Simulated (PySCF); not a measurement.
Species: C2H5O3S (charge -1).
Geometry (GFN2-xTB, Å), atoms numbered from 1 in this order:
```xyz
11
C2H5O3S angstrom
C     -1.2715   -0.2907    0.3556
C     -0.1898    0.7418    0.1949
S      1.3585   -0.2203   -0.0527
O      1.1181   -1.0038   -1.2646
O      2.4098    0.7872   -0.2032
O      1.4899   -1.0298    1.1588
H     -1.0098   -0.9253    1.1996
H     -1.2808   -0.9122   -0.5372
H     -2.2646    0.1399    0.5133
H     -0.0401    1.3518    1.0802
H     -0.3143    1.3640   -0.6858
```

A PySCF run (density fitting, gas phase, GFN2-xTB geometry) gave HOMO -1.81 eV, LUMO 5.49 eV and E = -702.584 Eh.

Question: Which of these levels was it?
A. PBE0/aug-pcSseg-1
B. HCTH407/STO-3G
C. PBE0/pcSseg-1

Answer: C. It is PBE0/pcSseg-1. All candidates on this geometry:

```csv
level and settings,kind,basis functions,SCF cycles,E (Eh),HOMO (eV),LUMO (eV)
PBE0/aug-pcSseg-1,global hybrid,208,16,-702.6147,-2.18,2.61
"HCTH407/STO-3G, level shift 0.3 Eh",GGA,39,15,-694.2321,6.40,11.92
PBE0/pcSseg-1,global hybrid,134,14,-702.5842,-1.81,5.49
```

The nearest other candidate, by the summed differences of HOMO and LUMO, is PBE0/aug-pcSseg-1: its HOMO differs by -0.37 eV and its LUMO by -2.88 eV. Cycle counts include a coarse-grid stage where the run had one. The HOMO energy is positive at HCTH407/STO-3G; such an orbital is held in place by the finite basis.
